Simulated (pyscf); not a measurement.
Thermochemistry of product channels of `[Cl][GeH]([Cl])[Cl]` + `[H]` [doublet] on the doublet surface, in eV, from ωB97M-D3(BJ)/def2-TZVP energies (ideal gas, 1 atm, RRHO with modes under 100 cm⁻¹ raised to 100, one conformer, R ln 2 for chiral ones without a mode under 150 cm⁻¹). Structures and frequencies: ωB97X-D3(BJ)/def2-SVP in PySCF.

```tsv
products	ΔE	ΔH(298 K)	ΔG(298 K)	ΔG(600 K)
`[ClH]` + `[Cl][GeH][Cl]` [doublet]	-0.49	-0.39	-0.56	?
`[Cl][Ge]([Cl])[Cl]` [doublet] + `[H][H]`	?	-1.02	-1.09	-1.16
```

Q: Fill in the missing entries.

A: 
- `[ClH]` + `[Cl][GeH][Cl]` [doublet], ΔG(600 K): -0.71
- `[Cl][Ge]([Cl])[Cl]` [doublet] + `[H][H]`, ΔE: -1.08

These are energies of the channels, which say nothing of barriers. Elements up to Kr have no core potential and no relativistic terms here.
